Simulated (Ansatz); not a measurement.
System: corundum (α-Al2O3). Method: PBE-D4 (plane waves, PAW; Ansatz, a first-principles code).

Run with plane-wave cutoff 520 eV, 8×8×8 k mesh, Fermi–Dirac smearing 0.01 eV, scalar-relativistic PAW data made under PBE.

Properties against volume:

Shape and atoms are relaxed at each volume.

```
V (Å³/atom)  P (GPa)  direct gap at Γ (eV)   c (Å)  a (Å)
-----------  -------  --------------------  ------  -----
8.244          10.61                 6.590  12.842  4.716
8.416           5.04                 6.335  12.937  4.747
8.588           0.00                 6.089  13.032  4.778
8.760          -4.56                 5.851  13.124  4.808
8.931          -8.69                 5.620  13.216  4.838
```

A straight line through the gaps at Γ against ln V gives a volume deformation potential dE_g(Γ)/d ln V of -12.1 eV: the gap at Γ widens under compression.

Note: the bulk modulus comes from volumes at which shape and atoms were relaxed.
